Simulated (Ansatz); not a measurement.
Input file:

```yaml
crystal:
  periodic: [false, false, false]
  atoms:
    - {symbol: Si, position_ang: [0.000000, 0.000000, 0.000000]}
    - {symbol: C, position_ang: [0.000000, 0.000000, 1.635786]}
basis:
  gaussian: {orbitals: def2-SVPD}
magnetization: {spin_polarized: false}
correlation: {method: ccsd, electrons: outside_noble_gas}
```

```sh
$ ansatz run in.yaml --threads 1 --pin off --events-out ev --progress --plain --max-ram 2393MiB
```

Output:

```
432 factors; integrals over basis functions are off by at most 5.3e-4 eV
mean field evaluation 1: about -8879.5220 eV, gradient 2.1e1 eV
mean field evaluation 2: about -8879.5239 eV, gradient 2.1e1 eV
mean field evaluation 4: about -8881.2506 eV, gradient 2.3e0 eV
mean field evaluation 8: about -8881.4121 eV, gradient 1.4e-1 eV
mean field evaluation 16: about -8881.9433 eV, gradient 8.0e-1 eV
mean field evaluation 32: about -8881.9828 eV, gradient 3.7e-7 eV
mean field evaluation 64: about -8872.9349 eV, gradient 4.6e1 eV
mean field evaluation 96: about -8881.9105 eV, gradient 7.0e-1 eV
mean field evaluation 128: about -8881.6341 eV, gradient 9.9e0 eV
mean field evaluation 160: about -8865.8106 eV, gradient 5.2e-1 eV
...
cycle   3  -6.91875274 eV  change    2.7e-3 eV  update   2.2e-3
cycle   4  -6.92308720 eV  change   -4.3e-3 eV  update   1.1e-3
cycle   5  -6.92451607 eV  change   -1.4e-3 eV  update   5.3e-4
cycle   6  -6.92484231 eV  change   -3.3e-4 eV  update   2.8e-4
cycle   7  -6.92510913 eV  change   -2.7e-4 eV  update   1.7e-4
cycle   8  -6.92480726 eV  change    3.0e-4 eV  update   7.6e-5
cycle   9  -6.92474643 eV  change    6.1e-5 eV  update   3.3e-5
cycle  10  -6.92473063 eV  change    1.6e-5 eV  update   1.0e-5
cycle  11  -6.92471374 eV  change    1.7e-5 eV  update   4.1e-6
cycle  12  -6.92471053 eV  change    3.2e-6 eV  update   1.2e-6
WARN: the results are in doubt because among natural orbitals full CI differs from the method by -0.278 eV
Total energy: -8888.33705709 eV, -326.6403621167 hartree
In doubt: among natural orbitals full CI differs from the method by -0.278 eV
```

Ran on 1 thread of Arm Neoverse V2, shared host: 2.5 s wall, 0.09 GiB peak host memory.
